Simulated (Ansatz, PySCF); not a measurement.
formic acid cation (CH2O2), SMILES O=CO (connectivity only; charge and spin as stated), charge +1, multiplicity 2. Atoms are numbered in the order given.

```xyz
5

O      0.0357     1.1486     0.0000
C     -0.3848    -0.0499     0.0000
O      0.3320    -1.0741     0.0000
H      1.0123     1.2649     0.0000
H     -1.4754    -0.2259     0.0000
```
Charge +1, spin multiplicity 2.

Geometry: B3LYP-D3(BJ)/def2-TZVP. The spin state was assumed, not searched. One conformer was computed; it need not be the lowest.

Two levels are set side by side: PBE-D3(BJ)/def2-TZVP (Ansatz, an electronic-structure program) and B3LYP-D3(BJ)/def2-TZVP (Ansatz). Each level has its own optimised geometry; the coordinates shown are those of the second. Frequencies come from the Hessian of PySCF at each geometry. Differences are taken from unrounded values.

```
quantity                            B3LYP-D3(BJ)
----------------------------------  ------------
mean bond length (Å)                       1.152
bond O1–C2 (Å)                             1.270
bond C2–O3 (Å)                             1.250
bond O1–H4 (Å)                             0.984
bond C2–H5 (Å)                             1.105
highest harmonic wavenumber (cm⁻¹)          3573
mean harmonic wavenumber (cm⁻¹)             1558
zero-point energy (kcal/mol)               20.05
```

### Question
What does PBE-D3(BJ) give, and how far is it from B3LYP-D3(BJ)? (The exact figures need the calculation; the answer reports its results.)

### Answer

```csv
quantity,PBE-D3(BJ),PBE-D3(BJ) minus B3LYP-D3(BJ)
mean bond length (Å),1.162,0.010
bond O1–C2 (Å),1.287,0.016
bond C2–O3 (Å),1.249,-0.001
bond O1–H4 (Å),0.993,0.010
bond C2–H5 (Å),1.118,0.013
highest harmonic wavenumber (cm⁻¹),3468,-105
mean harmonic wavenumber (cm⁻¹),1492,-67
zero-point energy (kcal/mol),19.19,-0.86
```

GGA bonds tend to be longer and softer than those of functionals with exact exchange. Differences between two approximate levels are no errors against the true value.
